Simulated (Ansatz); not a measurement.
H$_{4}$S$_{2}$Si, SMILES `S[SiH2]S`, 7 atoms. The species carries charge 0 and has multiplicity 1. All runs use 2 threads of a server CPU on a shared host. Correlated methods freeze the cores. Open-shell runs search over several starts.

(1) Give the basis size and wall time and peak host memory of each of these runs in Ansatz. RKS PBE0-D4/def2-QZVPP energy; UKS ωB97M-V/def2-TZVPP energy of the cation; direct RPA on PBE orbitals/def2-TZVPP energy; RKS B2PLYP (frozen core)/def2-TZVPP energy; UKS B3LYP-D4/def2-TZVPP energy of the cation; UHF-CCSD(T)/def2-TZVPP energy of the cation; RHF-CCSD(T)/def2-TZVPP energy; RKS r2SCANh-D4/def2-TZVPP energy; RKS BHLYP-D4/def2-TZVPP energy; RKS ωB97M-V/def2-SVP energy; RKS PBE0-D4/def2-SVP energy; UKS PBE-D4/def2-TZVPP energy of the cation. (An estimate is asked.)

Results:

(1) The calculation gave: Other jobs shared the machine, so times are rough.

| level | job | functions | wall time | peak host memory (GiB) |
| --- | --- | --- | --- | --- |
| RKS PBE0-D4/def2-SVP | energy | 74 | 1.5 s | 0.16 |
| RKS BHLYP-D4/def2-TZVPP | energy | 182 | 3 s | 0.41 |
| RKS ωB97M-V/def2-SVP | energy | 74 | 4 s | 0.23 |
| direct RPA on PBE orbitals/def2-TZVPP | energy | 182 | 4.5 s | 0.33 |
| RKS B2PLYP (frozen core)/def2-TZVPP | energy | 182 | 5.5 s | 0.38 |
| RKS r2SCANh-D4/def2-TZVPP | energy | 182 | 5.5 s | 0.45 |
| UKS PBE-D4/def2-TZVPP | energy of the cation | 182 | 8.5 s | 0.42 |
| RKS PBE0-D4/def2-QZVPP | energy | 330 | 9 s | 0.94 |
| UKS B3LYP-D4/def2-TZVPP | energy of the cation | 182 | 13 s | 0.55 |
| RHF-CCSD(T)/def2-TZVPP | energy | 182 | 30 s | 1.6 |
| UKS ωB97M-V/def2-TZVPP | energy of the cation | 182 | 37 s | 0.96 |
| UHF-CCSD(T)/def2-TZVPP | energy of the cation | 182 | 2 min | 3.8 |

B3LYP here is the variant with VWN-RPA as its local correlation; programs differ in this.
